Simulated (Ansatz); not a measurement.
System: hydrogen chloride, HCl, net charge 0, singlet state. SMILES: Cl
Coordinates optimised at B3LYP-D3(BJ)/def2-TZVP (Ansatz, a program for electronic structure):
```xyz
2

Cl     0.0000     0.0000    -0.0712
H      0.0000     0.0000     1.2108
```

Parts of the frozen-core correlation energy in STO-3G (Ansatz, hartree). Frozen orbitals: 5; correlated occupied orbitals by spin: 4 and 4; virtual: 1 and 1. Spin-orbit coupling is left out. No relativistic terms.

```
term                            value
-------------------------  ----------
reference (HF)             -455.13523
MP2 opposite-spin            -0.01295
MP2 same-spin                 0.00000
CCSD correlation             -0.01928
(T)                           0.00000
FCI minus CCSD(T)             0.00000
T1 diagnostic                   0.004
largest doubles amplitude       0.107
```
